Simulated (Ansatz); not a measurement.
Run this with the Ansatz DFT code, driven from Python and show what comes out.

`f2.py`:
```python
# -*- coding: utf-8 -*-
"""Binding of a F2 dimer at a trial geometry."""

import ansatz as az
import numpy as np

FIRST = [
    ("F", (0.0, 0.0, -0.615)),
    ("F", (0.0, 0.0, 0.615)),
]
SECOND = [
    ("F", (1.4086, 1.3804, -2.7697)),
    ("F", (0.8238, 1.8707, -1.8051)),
]

def energy(atoms, ghosts=()):
    molecule = az.Crystal.molecule()
    for symbol, xyz in atoms:
        molecule = molecule.atom(symbol, xyz)
    calc = (
        molecule.calculation()
        .basis(gaussian="def2-SVPD")
        .functional("PBE0")
        .scf(lower_state_search="light")
    )
    deck = calc.input()
    if ghosts:
        deck = deck.set(az.key.basis.gaussian.ghost_atoms, [{"symbol": s, "position_ang": list(xyz)} for s, xyz in ghosts])
    return az.Session.from_dict(deck).plan().execute().report["free_energy_ev"]


def main():
    # monomers in their own basis and in the basis of the dimer
    direction = np.array([0.3696, 0.5383, -0.7574])
    print("shift (A)   counterpoise-corrected interaction (kJ/mol)")
    for shift in (-0.3, 0.0, 0.4, 1.0, 2.0):
        moved = [(s, tuple(np.round(np.array(xyz) + shift * direction, 4))) for s, xyz in SECOND]
        gain = energy(FIRST + moved) - energy(FIRST, moved) - energy(moved, FIRST)
        print(f"{shift:8.2f} {96.485332 * gain:14.3f}")


if __name__ == "__main__":
    main()
```

```console
$ python f2.py
shift (A)   counterpoise-corrected interaction (kJ/mol)
   -0.30         42.725
    0.00         11.898
    0.40          1.675
    1.00         -0.311
    2.00         -0.072
```

The settings weren't tested for convergence. The dimer is a generated trial pose of unrelaxed monomers, not a minimum, so the figure is no binding energy, and the basis set is small. This level lacks the dispersion part of the attraction (electrostatics and induction are there), which can decide the sign where the interaction is weak. The spin state was assumed, and another may lie lower. The whole script took 17 s on 1 thread of Arm Neoverse V1, with other jobs on the host, peak memory 0.21 GiB.
